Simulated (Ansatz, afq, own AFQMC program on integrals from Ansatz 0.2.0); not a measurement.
## CuCH$_{3}$, singlet in def2-TZVP, levels against CCSDT(Q)

```xyz
5

Cu   -0.3772    0.0029    0.0023
C     1.5236   -0.0118   -0.0094
H     1.8662   -1.0479   -0.0064
H     1.8836    0.5067    0.8809
H     1.8726    0.4978   -0.9091
```

Connectivity, by distances: Cu–CH3.

Basis def2-TZVP. Only valence electrons are correlated. Integrals, coupled cluster, full CI and functionals: Ansatz 0.2.0; the random walks run on the same integrals in our own AFQMC program. ph-AFQMC/CISD is guided by a CISD state made of CCSD amplitudes; releasing the constraint for a short imaginary time cuts its bias at the price of noise, slowly where states lie close. Free projection: walkers drawn from exp(T), propagated without any constraint. Its projection time is finite, and what remains of the start isn't in its error. Uncertainties: one standard error, sampling alone. The metal's outer-core s and p shells are frozen, which shifts wave-function levels against functionals.

Determinant: RHF, the one that the program's search chose, which needn't be the lowest solution. The geometry is a PBE0/def2-TZVP stationary point of this or a neighbouring charge and spin state.

No full CI on the walks' own integrals is used here; CCSDT(Q) serves as the reference and is uncertain by about the last step of the cluster series.

Cautions: no relativity below Rb; outer-core shells of the metal frozen.

The T1 diagnostic is 0.0330. The weight of the determinant in the CISD state is 0.837 and the size of the correlated space is 18 electrons in 84 orbitals.

Reference: CCSDT(Q), correlation energy -16.401 eV. The released energy is read at 0.99 1/Eh, later times being too noisy (meV from the phaseless value at times in 1/Eh: -13 ± 8 at 0.24, 5 ± 8 at 0.51, 0 ± 13 at 0.99, -6 ± 22 at 1.50).

```
         level  E − E(reference) (kcal/mol)  share of correlation (%)
            HF                       378.22                      0.00
           MP2                       -14.21                    103.76
          CCSD                        14.97                     96.04
       CCSD(T)                         0.45                     99.88
         CCSDT                         0.33                     99.91
   ph-AFQMC/HF                 -8.88 ± 0.81                    102.35
 ph-AFQMC/CISD                 -0.19 ± 0.20                    100.05
released AFQMC                 -0.19 ± 0.31                    100.05
    free AFQMC                  0.52 ± 0.69                     99.86
```

Free projections are given only where their last times agree within the noise and don't stop above the reference; a slow remainder of the start can still hide under it. A walk keeps the symmetry of its determinant, which the program's search chose and which needn't be the lowest solution, so a lower state of the same spin and another symmetry isn't excluded. Released energies are given only where the last usable release times agree within the noise; a slower fall can still hide under it.
